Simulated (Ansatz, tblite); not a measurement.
**[Se3]-: rung by rung**

An exercise on one series of results from a longer session: the logs are not shown, and one member is left open.

Method: as each input shows; program: Ansatz 0.2.0, Gaussian basis.

The runs, in order: GFN1-xTB, GFN2-xTB, PBE-D4/def2-TZVPD, r2SCAN-D4/def2-TZVPD, LC-ωPBE/def2-TZVPD, revPBE-D4/def2-TZVPD, BLYP-D4/def2-TZVPD, PBE-QIDH/def2-TZVPD, LDA/def2-TZVPD, B3LYP-D4/def2-TZVPD, r2SCAN0-D4/def2-TZVPD, PBE-D4/def2-SVPD, PBE0-D4/def2-SVPD, HF/6-31G, B3LYP-D4/6-31G, CCSD(T)/def2-SVPD, MP2/def2-TZVPD, RPA/def2-TZVPD.

## The relaxed structure

The geometry is that of the doublet, from an earlier relaxation (PBE-D4/def2-TZVPD).

3 atoms, charge -1, spin multiplicity 2.

Bond lengths: Se1–Se2 2.305 Å, Se2–Se3 2.305 Å. Angles: Se1–Se2–Se3 115.2°.

The ion is computed in the gas phase, without counter-ions or solvent.

PBE0-D4/def2-TZVPD was run before; its log isn't repeated, and its numbers join the tables.

The first run:

Tight binding, by tblite at 300 K electronic temperature and without a spin-polarisation term:

```python
tblite.interface.Calculator('GFN1-xTB', numbers, positions, charge=-1, uhf=1).singlepoint()
```

Tight binding, by tblite at 300 K electronic temperature and without a spin-polarisation term:

```python
tblite.interface.Calculator('GFN2-xTB', numbers, positions, charge=-1, uhf=1).singlepoint()
```

start.molden holds the orbitals of an earlier run on this state, given as this run's starting guess.

Contents of in.yaml:

```yaml
crystal:
  periodic: [false, false, false]
  atoms:
    - {symbol: Se, position_ang: [-1.140484, -0.679222, -1.480932]}
    - {symbol: Se, position_ang: [-0.373919, 0.708522, 0.192146]}
    - {symbol: Se, position_ang: [1.514403, -0.029300, 1.288786]}
basis:
  gaussian: {orbitals: def2-TZVPD, initial_orbitals: start.molden}
total_charge: -1
magnetization: {spin_polarized: true, initial_magnetization: 1}
hamiltonian: {xc: pbe, dispersion: d4}
scf: {omitted_lower_state_checks: [starts]}
output: {orbitals: {seedname: orbitals}}
```

Started as:

```sh
ansatz run in.yaml --threads 4 --pin off --events-out ev --progress --plain --max-ram 3916MiB
```

Steps of the session up to this table: PBE-D4/def2-TZVPD; r2SCAN-D4/def2-TZVPD; LC-ωPBE/def2-TZVPD; revPBE-D4/def2-TZVPD; BLYP-D4/def2-TZVPD; PBE-QIDH/def2-TZVPD; LDA/def2-TZVPD; B3LYP-D4/def2-TZVPD; r2SCAN0-D4/def2-TZVPD; PBE-D4/def2-SVPD; PBE0-D4/def2-SVPD; HF/6-31G; B3LYP-D4/6-31G; CCSD(T)/def2-SVPD; MP2/def2-TZVPD; RPA/def2-TZVPD.

One of the session's tables, all rows but one given; the rest of the session is left out.

It belongs to the step «Levels side by side». 

```
                level  HOMO (eV)  LUMO (eV)  gap (eV)
             HF/6-31G      -3.14       3.52      6.66
       LDA/def2-TZVPD      -0.22       0.20      0.42
     PBE-D4/def2-SVPD      -0.14       0.40      0.54
    PBE-D4/def2-TZVPD      -0.14       0.43      0.57
 revPBE-D4/def2-TZVPD      -0.10       0.50      0.59
   BLYP-D4/def2-TZVPD       0.03       0.53      0.50
 r2SCAN-D4/def2-TZVPD      -0.38       0.44      0.82
       B3LYP-D4/6-31G      -0.78       0.98      1.76
  B3LYP-D4/def2-TZVPD      -0.99       0.81      1.80
    PBE0-D4/def2-SVPD      -1.25       0.93      2.18
   PBE0-D4/def2-TZVPD      -1.23       0.98      2.21
r2SCAN0-D4/def2-TZVPD          ?          ?         ?
   LC-ωPBE/def2-TZVPD      -3.65       2.66      6.31
```

Estimate the missing values for r2SCAN0-D4/def2-TZVPD.

The run gave: HOMO (eV): -1.42; LUMO (eV): 1.00; gap (eV): 2.42. In the column «HOMO (eV)» it lies between HF/6-31G (-3.14) and PBE0-D4/def2-SVPD (-1.25).
